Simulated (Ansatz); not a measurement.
Computed with Ansatz (an electronic-structure program) with frozen-core CCSD(T)/def2-TZVPP // PBE0-D3(BJ)/def2-TZVP.

Ansatz 0.2 input:
```yaml
crystal:
  periodic: [false, false, false]
  atoms:
    - { symbol: Cl, position_ang: [2.047559, -0.295393, -0.011593] }
    - { symbol: Al, position_ang: [-0.00002, 0.000002, -0.000001] }
    - { symbol: Cl, position_ang: [-0.767946, 1.920993, 0.004966] }
    - { symbol: Cl, position_ang: [-1.279593, -1.625602, 0.006626] }
basis:
  gaussian: { orbitals: def2-TZVPP }
correlation:
  method: ccsd_t
```

Output:

```
Functional definition: HF
1006 factors; integrals over basis functions are off by at most 1.3e-3 eV
mean field evaluation 1: about -44099.9597 eV, gradient 1.9e1 eV
mean field evaluation 2: about -44100.1115 eV, gradient 2.0e1 eV
mean field evaluation 4: about -44101.2899 eV, gradient 1.5e0 eV
mean field evaluation 8: about -44101.3155 eV, gradient 9.0e-2 eV
mean field evaluation 16: about -44100.8427 eV, gradient 1.0e1 eV
mean field -44101.31560523 eV, -1620.6934555467 hartree, gradient 3.2e-6 eV, S^2 0.000000; 0 other end points of the search recorded, 0 dependent functions left out
20 core orbitals not correlated
reference -44101.31560523 eV, -1620.6934555467 hartree; 12, 12 occupied and 136, 136 virtual orbitals, 1006 factors
second order -17.06632039 eV of doubles, -0.00000000 eV of singles
cycle   1  -17.98921508 eV  change   -9.2e-1 eV  update   7.2e-2
cycle   2  -18.32960751 eV  change   -3.4e-1 eV  update   2.0e-2
cycle   3  -18.38232996 eV  change   -5.3e-2 eV  update   8.9e-3
cycle   4  -18.37553279 eV  change    6.8e-3 eV  update   2.2e-3
cycle   5  -18.37490547 eV  change    6.3e-4 eV  update   6.8e-4
cycle   6  -18.37483216 eV  change    7.3e-5 eV  update   1.9e-4
cycle   7  -18.37478308 eV  change    4.9e-5 eV  update   5.6e-5
cycle   8  -18.37480173 eV  change   -1.9e-5 eV  update   1.5e-5
perturbative correction -0.78033450 eV, -0.0286767640 hartree
Total energy: -44120.47074146 eV, -1621.3973938193 hartree
```

Cost: around 11 core-seconds (rough).
